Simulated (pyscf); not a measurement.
Single points on ωB97X-D3(BJ)/def2-SVP structures (PySCF, gas phase).

**Question.** Estimate the classical barrier height and the reaction energy of `[OH][SnH]` [singlet] + `[H][H]` → `[SnH2]` [singlet] + `[OH2]` at ωB97M-D3(BJ)/def2-TZVP. The step runs on the singlet surface, breaks O–Sn, H–H and forms H–Sn, H–O; take the separated reactants as zero.

**Answer.** ΔE‡ = 20.7 kcal/mol, ΔE = +13.2 kcal/mol. Zero-point energy shifts the barrier by +2.4 kcal/mol. It is a four-centre exchange, with an imaginary mode of 1244i cm⁻¹. On the product side the descent ends in an adduct with a O–Sn contact, 15.9 kcal/mol under the separated species and 21.5 kcal/mol under the saddle at ωB97X-D3(BJ)/def2-TZVP. What is counted as broken (O–Sn) persists as a longer contact in the product adduct; parting that adduct is a step of its own. At the saddle there is also a short H–Sn contact that neither side keeps. This is the saddle that the search found; another between the same sides may lie lower. Elements past Kr carry the def2 core potentials, without spin-orbit coupling.
